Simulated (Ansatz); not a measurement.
Zinc-blende BP, treated with PBE (Ansatz, a first-principles code, PAW).

The same calculation (at the measured cell, 11.682 Å³/atom) with different numerical settings:

```
run    k mesh  gap on the mesh (eV)  total energy (eV/atom)      rough time
---  --------  --------------------  ----------------------  --------------
1       4×4×4                 1.316               -456.1386  under 3 core-s
2       6×6×6                 1.333               -456.2156  under 3 core-s
3       8×8×8                 1.273               -456.2232  under 3 core-s
4    12×12×12                 1.239               -456.2243  under 3 core-s
5    16×16×16                 1.252               -456.2243  under 3 core-s
6    20×20×20                 1.244               -456.2243        4 core-s
```

In the column total energy (eV/atom) the first row differs from the last by +0.0857 and the next to last by 0.0000.

The last row is no converged limit: other settings stay fixed.
